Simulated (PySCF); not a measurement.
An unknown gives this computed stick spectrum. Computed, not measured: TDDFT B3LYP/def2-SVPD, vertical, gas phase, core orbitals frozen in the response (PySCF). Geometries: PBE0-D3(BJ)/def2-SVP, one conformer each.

```
state  E (eV)      f
   S1    4.74  0.032
   S2    5.56  0.260
   S3    6.31  0.024
   S4    6.74  0.011
   S5    6.92  0.018
   S6    7.03  0.011
```

Question: Which candidate is it? All have the formula C5H7N.
A. `C=N[C@]12C[C@H]1C2`
B. `C(C/C=C\C)#N`
C. `C=C(C)CC#N`

Answer: A. Its S1, at 4.74 eV, is the lowest among the candidates; the nearest of the others has S1 at 6.62 eV. S1 is HOMO-1→LUMO (52%), HOMO→LUMO (47%). Löwdin shares by element: HOMO carbon 55% or more, nitrogen 17% (atoms not listed hold the other 28%); LUMO carbon 44% or more, nitrogen 33%, hydrogen 7% or more (atoms not listed hold the other 16%). At the same level the other candidates give, for their lowest levels:
- `C/C=C\CC#N`: 6.67 eV (f 0.045); 7.01 eV (f 0.238); 7.11 eV (f 0.007); 7.38 eV (f 0.032); 7.48 eV (f 0.009); T1 4.39 eV; HOMO -7.54, LUMO -0.44 eV
- `C=C(C)CC#N`: 6.62 eV (f 0.070); 7.03 eV (f 0.135); 7.18 eV (f 0.052); 7.40 eV (f 0.001); 7.50 eV (f 0.028); T1 4.35 eV; HOMO -7.64, LUMO -0.60 eV

Conformer computed: `[CH2:1]=[N:2][C@:3]12[CH2:4][C@H:5]1[CH2:6]2`: C1–N2–C3–C4 -169°.
Triplets come from the Tamm–Dancoff approximation.
